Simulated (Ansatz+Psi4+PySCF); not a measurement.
# doublet Li₂(+): levels of theory in one basis

```xyz
2

Li    0.0000    0.0000    1.3865
Li    0.0000    0.0000   -1.3865
```

Basis set: cc-pCVTZ (spherical functions). All electrons are correlated. Correlation on ROHF uses semicanonical orbitals with singles. Charge 1, multiplicity 2.

Computed with Ansatz (development build ahead of 0.2.0) and Psi4 1.11; each method stands on the lowest determinant of its kind that the runs found.

```csv
method,E − E(ROHF) (eV),<S²> of the determinant
ROHF,0.00,0.75
UHF,0.00,0.75
ROHF-CCSD,-2.24,–
ROHF-CCSD(T),-2.24,–
```

(1) What does ROHF-MP2 give on the same scale?

Answers

(1) -2.01 eV.
